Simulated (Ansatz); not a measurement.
# C3H3Cl2F, SMILES CC(Cl)=C(F)Cl: a geometry optimisation

With Ansatz 0.2.0 through its Python package.

Run as a notebook:

**Cell 1**
```python
import warnings

import ansatz as az
import numpy as np
import pandas as pd
from rdkit import Chem
from rdkit.Chem import AllChem
```

**Cell 2**
```python
warnings.simplefilter('ignore', az.DeckWarning)
```

**Cell 3**
```python
# a force-field geometry from the SMILES
rd = Chem.AddHs(Chem.MolFromSmiles('CC(Cl)=C(F)Cl'))
AllChem.EmbedMolecule(rd, randomSeed=811)
AllChem.UFFOptimizeMolecule(rd)
mol = az.Crystal.molecule()
for atom, xyz in zip(rd.GetAtoms(), rd.GetConformer().GetPositions()):
    mol = mol.atom(atom.GetSymbol(), xyz.round(5).tolist())
```

**Cell 4**
```python
model = (
    mol.calculation()
    .basis(gaussian='cc-pVDZ')
    .functional('pbe0')
    .scf(lower_state_search='standard')
)
symbols = [site.symbol for site in mol.cartesian_sites]
start = np.array([site.position_ang for site in mol.cartesian_sites], dtype=float)
def progress(event):
    if event['event'] == 'relax_step':
        row = event['data']
        print(f'step {row["step"]:3d}  E = {row["lagrangian_ev"]:.6f} eV  largest force component {row["allowed_force_max_ev_ang"]:.4f} eV/A')
```

**Cell 5**
```python
summary = model.relax(force_tolerance=0.02).session().plan().execute(on_event=progress).report
end = np.array(summary['positions_ang'])
```
Output:
```text
step   1  E = -30907.149294 eV  largest force component 1.2106 eV/A
step   2  E = -30907.264264 eV  largest force component 0.5995 eV/A
step   3  E = -30907.285948 eV  largest force component 0.0938 eV/A
step   4  E = -30907.286737 eV  largest force component 0.0403 eV/A
step   5  E = -30907.286823 eV  largest force component 0.0162 eV/A
```

**Cell 6**
```python
print('reference energy %16.6f eV' % summary['reference_energy_ev'])
print('total energy     %16.6f eV' % summary['free_energy_ev'])
print('occupied orbitals outside the frozen core (up, down):', summary['n_occupied'], ' frozen:', summary['n_frozen'], ' virtual:', summary['n_virtual'])
```
Output:
```text
reference energy    -30907.286846 eV
total energy        -30907.286846 eV
occupied orbitals outside the frozen core (up, down): [32, 32]  frozen: 0  virtual: [75, 75]
```

**Cell 7**
```python
print('final positions (A) and the move of each atom')
for symbol, xyz, old in zip(symbols, end, start):
    print(f'{symbol:2s} {xyz[0]:10.5f} {xyz[1]:10.5f} {xyz[2]:10.5f}   {np.linalg.norm(xyz - old):7.4f}')
```
Output:
```text
final positions (A) and the move of each atom
C    -1.15901   -0.16189    0.26916    0.0022
C     0.11339    0.38020   -0.30880    0.0104
Cl    0.01345    1.75097   -1.35891    0.0362
C     1.30103   -0.16725   -0.03175    0.0446
F     1.36519   -1.22284    0.77870    0.0770
Cl    2.83164    0.33088   -0.60745    0.0855
H    -2.01547    0.42612   -0.08041    0.0125
H    -1.31182   -1.21020   -0.02965    0.0207
H    -1.13838   -0.12600    1.36911    0.0207
```

**Cell 8**
```python
charges = summary['charge_distribution']
table = pd.DataFrame({'atom': symbols, 'mulliken': charges['mulliken_charges_e'], 'lowdin': charges['lowdin_charges_e']})
print(table.round(3).to_string())
print('dipole (e A):', np.round(charges['dipole_moment_e_ang'], 4) + 0.0)
```
Output:
```text
  atom  mulliken  lowdin
0    C     0.005   0.006
1    C    -0.219  -0.401
2   Cl    -0.034   0.293
3    C     0.178  -0.518
4    F    -0.139   0.234
5   Cl    -0.016   0.306
6    H     0.066   0.020
7    H     0.080   0.030
8    H     0.080   0.030
dipole (e A): [-0.255  -0.0884  0.1002]
```

Caveats:
- The settings weren't tested for convergence.
- The end point is the stationary point reached from this start; no frequency run checks that it is a minimum, and the basis set is modest.
- The Löwdin charges here are taken after orthogonalising the functions within each atom; they differ from plain Löwdin charges, and their signs can be unphysical.
- The whole script took 35 s on 1 thread of Arm Neoverse V2 (shared host), peak memory 0.42 GiB.

(Lines on the test bed's own set-up are left out of the output.)
